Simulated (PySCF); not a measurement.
3C-SiC: PBE at its full settings () and at cheaper ones, in a cell of 2 atoms.

```json
[
 {"level and setting": "PBE (PySCF)", "lattice constant a (Å)": "4.384", "bulk modulus B0 (GPa)": "213", "band gap (eV)": "1.34"},
 {"level and setting": "PBE/6-31G* (PySCF)", "lattice constant a (Å)": "4.404", "bulk modulus B0 (GPa)": "207", "band gap (eV)": "1.28"},
 {"level and setting": "PBE/GTH-DZVP (PySCF)", "lattice constant a (Å)": "4.420", "bulk modulus B0 (GPa)": "202", "band gap (eV)": "1.29"},
 {"level and setting": "PBE/GTH-SZV (PySCF)", "lattice constant a (Å)": "4.523", "bulk modulus B0 (GPa)": "174", "band gap (eV)": "4.30"},
 {"level and setting": "PBE/STO-3G (PySCF)", "lattice constant a (Å)": "4.394", "bulk modulus B0 (GPa)": "250", "band gap (eV)": "5.48"}
]
```

Largest shifts from the full settings: lattice constant a +3.17 % (PBE/GTH-SZV), against a difference of +0.87 % of the full result from the reference 4.346 Å (measured, static lattice: zero-point anharmonic expansion removed, our sources range from 4.341 to 4.348; as tabulated in Mejia-Rodriguez and Trickey (2018), arXiv:1807.09216); bulk modulus -18.3 % (PBE/GTH-SZV), against a difference of -7.0 % of the full result from the reference 229 GPa (measured, 0 K value with the zero-point phonon effect removed; as tabulated in Mejia-Rodriguez and Trickey (2018), arXiv:1807.09216); band gap +4.14 eV (PBE/STO-3G), against a difference of -1.19 eV of the full result from the reference 2.53 eV (measured, zero-point renormalisation of 0.11 eV added back here (the table's ZPR column); inputs from Chen et al. (2018), doi:10.1103/physrevmaterials.2.073803).

The full settings aren't shown to be converged themselves.

Density-functional gaps are differences of (generalised) Kohn–Sham levels.

Cells: PBE at the level's own equilibrium cell for 2 of them, at the measured cell for 1 of them; PBE/6-31G* at the level's own equilibrium cell for 2 of them, at the measured cell for 1 of them; PBE/GTH-DZVP at the level's own equilibrium cell for 2 of them, at the measured cell for 1 of them; PBE/GTH-SZV at the level's own relaxed cell for 2 of them, at the measured cell for 1 of them; PBE/STO-3G at the level's own equilibrium cell for 2 of them, at the measured cell for 1 of them.

Run with cheap settings on purpose, which may leave them unconverged: PBE/6-31G*, PBE/GTH-DZVP, PBE/GTH-SZV, PBE/STO-3G.
